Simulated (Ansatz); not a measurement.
**C3H4F2 (SMILES FC=CCF) at 6 levels**

Aim: a comparison of 6 runs (HF/3-21G, B2PLYP/6-31G*, BLYP/6-31G*, r2SCAN/6-31G*, revPBE/6-31G*, CCSD(T)/6-31G*) of C3H4F2. 

The results are computed with Ansatz 0.2.0.

47 further runs of the same task are left out: 47 set aside as unsound or not needed.

## Step 1: The molecule

C3H4F2 has 9 atoms, charge 0, and is taken as a singlet. SMILES: `FC=CCF`. The F1–C2 distance was set to 2.405 Å, away from the relaxed value. At this shape a bond of the SMILES string is far longer than usual.

Bond lengths: C2–C3 1.320 Å, C3–C4 1.485 Å, C4–F5 1.387 Å, C2–H6 1.084 Å, C3–H7 1.084 Å, C4–H8 1.095 Å, C4–H9 1.091 Å. Angles: C2–C3–C4 124.9°, C3–C4–F5 109.9°, C2–C3–H7 117.2°, C4–C3–H7 117.9°, C3–C2–H6 125.2°, C3–C4–H8 111.0°, C3–C4–H9 111.5°, F5–C4–H8 107.0°, F5–C4–H9 108.2°, H8–C4–H9 109.1°.

## Step 2: The energy at HF/3-21G (run 1)

job.yaml

```yaml
basis:
  gaussian: {orbitals: 3-21G.json}
crystal:
  periodic: [false, false, false]
  atoms:
    - symbol: F
      position_ang: [-2.582881, 1.320185, -0.456527]
    - symbol: C
      position_ang: [-0.756800, -0.083800, -1.148800]
    - symbol: C
      position_ang: [0.269900, -0.355400, -0.364300]
    - symbol: C
      position_ang: [0.439500, 0.155200, 1.019400]
    - symbol: F
      position_ang: [1.656600, 0.811400, 1.133700]
    - symbol: H
      position_ang: [-0.888900, -0.458700, -2.156900]
    - symbol: H
      position_ang: [1.042400, -1.001300, -0.765600]
    - symbol: H
      position_ang: [0.449800, -0.666700, 1.742700]
    - symbol: H
      position_ang: [-0.352600, 0.856800, 1.286900]
output: {orbitals: {seedname: orbitals}}
accuracy: high
hamiltonian: {xc: hf}
```

The basis set 3-21G is read from a file made from the Basis Set Exchange's data (not shown).

Command:

```sh
$ ansatz run job.yaml --threads 1 --pin off --max-ram 3480MiB --events-out events.jsonl --progress --plain --runs-dir runs
```

Standard output:

```text
Warning: RAYON_NUM_THREADS=1 ignored (pool sized by the plan → 1); use --threads N
Functional definition: HF
  name "HF"
  exchange = exact_x
  correlation = 0
1171 factors; integrals over basis functions are off by at most 1.4e-8 eV
mean field evaluation 1: about -8506.5994 eV, gradient 4.6e1 eV
mean field evaluation 2: about -8506.9290 eV, gradient 4.7e1 eV
mean field evaluation 4: about -8512.6839 eV, gradient 6.2e0 eV
mean field evaluation 8: about -8512.8864 eV, gradient 1.4e0 eV
mean field evaluation 16: about -8512.8929 eV, gradient 1.5e-6 eV
mean field -8512.89286833 eV, -312.8430426652 hartree, gradient 3.1e-8 eV, S^2 0.000000; 0 other end points of the search recorded, 0 dependent functions left out
reference -8512.89286833 eV, -312.8430426652 hartree; 20, 20 occupied and 33, 33 virtual orbitals, 1171 factors
Total energy: -8512.89286833 eV, -312.8430426652 hartree
```

Run time: 0.62 s. Hardware: 1 thread of Arm Neoverse V2, shared host; peak memory 0.11 GiB.

## Step 3: The energy at B2PLYP/6-31G(d) (spherical functions) (run 2)

in.yaml

```yaml
crystal:
  periodic: [false, false, false]
  atoms:
    - {symbol: F, position_ang: [-2.582881, 1.320185, -0.456527]}
    - {symbol: C, position_ang: [-0.756800, -0.083800, -1.148800]}
    - {symbol: C, position_ang: [0.269900, -0.355400, -0.364300]}
    - {symbol: C, position_ang: [0.439500, 0.155200, 1.019400]}
    - {symbol: F, position_ang: [1.656600, 0.811400, 1.133700]}
    - {symbol: H, position_ang: [-0.888900, -0.458700, -2.156900]}
    - {symbol: H, position_ang: [1.042400, -1.001300, -0.765600]}
    - {symbol: H, position_ang: [0.449800, -0.666700, 1.742700]}
    - {symbol: H, position_ang: [-0.352600, 0.856800, 1.286900]}
basis:
  gaussian:
    orbitals: 6-31G_st_-spherical.json
hamiltonian:
  xc: {name: B2PLYP}
correlation:
  frozen_orbitals: {C: 1, F: 1, H: 0}
accuracy: high
output:
  orbitals: {seedname: orbitals}
```

The basis set 6-31G* is read from a file made from the Basis Set Exchange's data (not shown).

Command:

```sh
$ ansatz run in.yaml --threads 1 --pin off --max-ram 3480MiB --events-out events.jsonl --progress --plain --runs-dir runs
```

Standard output, cut to the lines that bear on the results:

```text
Warning: RAYON_NUM_THREADS=1 ignored (pool sized by the plan → 1); use --threads N
Functional definition: B2PLYP
  name "B2PLYP"
[...]
1794 factors; integrals over basis functions are off by at most 4.0e-9 eV
[...]
mean field -8588.98773830 eV, -315.6394775575 hartree, gradient 4.3e-8 eV, S^2 0.000000; 0 other end points of the search recorded, 0 dependent functions left out; unrestricted orbitals would lower it
5 core orbitals not correlated: weight in the atoms' cores, before any rotation towards them, 1.000 or more for the frozen orbitals, at most 0.000 for the correlated occupied ones
reference -8588.98775736 eV, -315.6394782581 hartree; 15, 15 occupied and 58, 58 virtual orbitals, 1794 factors
second order -25.84315589 eV of doubles, -0.00000000 eV of singles
Total energy: -8595.96540945 eV, -315.8959022428 hartree
```

Wall time 9.6 s (1 thread of Arm Neoverse V2, shared host); peak memory 0.28 GiB.

Runs 3 to 5 aren't shown in full; the table further down has their settings and results.

## Step 4: The energy at CCSD(T)/6-31G(d) (spherical functions) (run 6)

molecule.yaml

```yaml
crystal:
  periodic: [false, false, false]
  atoms:
    - symbol: F
      position_ang: [-2.582881, 1.320185, -0.456527]
    - symbol: C
      position_ang: [-0.756800, -0.083800, -1.148800]
    - symbol: C
      position_ang: [0.269900, -0.355400, -0.364300]
    - symbol: C
      position_ang: [0.439500, 0.155200, 1.019400]
    - symbol: F
      position_ang: [1.656600, 0.811400, 1.133700]
    - symbol: H
      position_ang: [-0.888900, -0.458700, -2.156900]
    - symbol: H
      position_ang: [1.042400, -1.001300, -0.765600]
    - symbol: H
      position_ang: [0.449800, -0.666700, 1.742700]
    - symbol: H
      position_ang: [-0.352600, 0.856800, 1.286900]
basis:
  gaussian:
    orbitals: 6-31G_st_-spherical.json
correlation:
  method: ccsd_t
  frozen_orbitals: {C: 1, F: 1, H: 0}
accuracy: high
scf:
  omitted_lower_state_checks: [cluster_reference, increment]
```

The basis set 6-31G* is read from a file made from the Basis Set Exchange's data (not shown).

Command:

```sh
$ ansatz run molecule.yaml --threads 1 --pin off --max-ram 3480MiB --events-out events.jsonl --progress --plain --runs-dir runs
```

Standard output:

```text
Warning: RAYON_NUM_THREADS=1 ignored (pool sized by the plan → 1); use --threads N
[... 12 lines left out ...]
5 core orbitals not correlated: weight in the atoms' cores, before any rotation towards them, 1.000 or more for the frozen orbitals, at most 0.000 for the correlated occupied ones
[... 42 lines left out ...]
WARN: these amplitudes may be one of several solutions (largest doubles amplitude 0.31, level shift 0.44 eV)
Total energy: -8581.77289553 eV, -315.3743369761 hartree
Checks for a lower state left out: cluster_reference, increment
```

It took 33 s on 1 thread of Arm Neoverse V2, shared host; peak memory 0.44 GiB.

## Step 5: The series

| run | level | frozen core orbitals | energy (Eh) | HOMO energy (eV) | LUMO energy (eV) | HOMO–LUMO gap (eV) | wall time |
| --- | --- | --- | --- | --- | --- | --- | --- |
| 1 | HF/3-21G | – | -312.843043 | -10.99 | -0.14 | 10.85 | 0.62 s |
| 2 | B2PLYP/6-31G* (spherical functions) | 5 | -315.895902 | -9.79 | -2.92 | 6.87 | 9.6 s |
| 3 | BLYP/6-31G* (spherical functions) | – | -316.128301 | -6.09 | -4.97 | 1.11 | 5.4 s |
| 4 | r2SCAN/6-31G* (spherical functions) | – | -316.031657 | -6.76 | -5.19 | 1.57 | 11 s |
| 5 | revPBE/6-31G* (spherical functions) | – | -316.102791 | -6.16 | -5.08 | 1.08 | 5.4 s |
| 6 | CCSD(T)/6-31G* (spherical functions) | 5 | -315.374337 | – | – | – | 33 s |

## Step 6: What came out

| quantity | value |
| --- | --- |
| run 6: total energy | -315.37434 Eh |
| run 6: correlation energy (5 core orbitals frozen) | -821.7 mEh |
| run 6: (T) correction | -37.59 mEh |
| run 6: T1 diagnostic | 0.041 |

What this shows: Over runs 1, 2, 3, 4, 5 the HOMO–LUMO gap runs from 1.08 eV (revPBE/6-31G*) to 10.85 eV (HF/3-21G). The two ends differ in method and basis. Totals of different functionals can't be ranked against each other. In run 6 the T1 diagnostic is large, so a single reference may not serve. In runs 2, 6 the log says that unrestricted orbitals would lower the reference, so the values rest on an unstable closed-shell determinant (other closed-shell runs at this shape may share the fault). In runs 1, 2, 3, 4, 5, 6 a closed-shell determinant meets a far-stretched bond, which it describes badly. All runs together took 65 s, the longest 33 s.
